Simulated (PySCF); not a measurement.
Gas-phase reaction: 2 CH₃ = C₂H₃ (vinyl) + 3 H

Computed with PySCF and rigid-rotor harmonic-oscillator thermochemistry at 1 bar. The comparison is the NASA 1993 polynomial table, which mixes measured and estimated data. † marks an energy on the PBE0/def2-TZVP geometry and frequencies. Open shells (unrestricted): CH₃ (multiplicity 2), C₂H₃ (vinyl) (multiplicity 2), H (multiplicity 2). B3LYP is the form with VWN-RPA correlation. The table's entry may be an old estimate for C₂H₃ (vinyl) (not checked at source).

B3LYP/def2-TZVP† gives ΔH°(298 K) = 667.0 kJ.

Q: What does M06-2X/def2-TZVP† give, and where does the table lie?

A: M06-2X/def2-TZVP†: 644.5 kJ. Table: 659.9 kJ.
